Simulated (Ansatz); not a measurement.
Relaxation of H$_{7}$NSSi (10 atoms, charge 0, multiplicity 1), to a largest force component of 0.03 eV/Å in at most 50 steps.

Computed with RKS PBE-D4/def2-SVP (Ansatz 0.2.0).

```xyz
10
Properties=species:S:1:pos:R:3
Si -0.674 0.964 -0.011
N 0.399 -1.968 0.249
H -0.919 0.119 -1.226
H -1.184 0.350 1.258
H -1.428 2.255 -0.221
H 1.086 -1.238 0.452
S 1.424 1.395 0.302
H -0.386 -1.838 0.895
H 0.040 -1.793 -0.696
H 1.642 1.754 -1.001
```

Task: Where does it end, and by what steps?

Result: The forces met the threshold. After 7 steps the energy has fallen by 0.076 eV; H8 moved furthest, 0.31 Å.

| step | energy less start (eV) | largest force component (eV/Å) | accepted |
| --- | --- | --- | --- |
| 0 | 0.0000 | 0.493 | yes |
| 1 | -0.0632 | 0.217 | yes |
| 2 | -0.0515 | 0.543 | no |
| 3 | -0.0710 | 0.083 | yes |
| 4 | -0.0730 | 0.127 | yes |
| 5 | -0.0743 | 0.151 | yes |
| 6 | -0.0750 | 0.146 | yes |
| 7 | -0.0761 | 0.016 | yes |

```xyz
10
Properties=species:S:1:pos:R:3
Si -0.752 1.135 -0.045
N 0.520 -2.168 0.250
H -1.007 0.246 -1.229
H -1.319 0.536 1.206
H -1.412 2.462 -0.302
H 1.131 -1.337 0.260
S 1.365 1.385 0.357
H -0.153 -2.014 1.013
H -0.030 -2.087 -0.615
H 1.656 1.842 -0.895
```

Run time: 12 s on 2 threads of Arm Neoverse V1, on a shared host, peak memory 0.12 GiB.
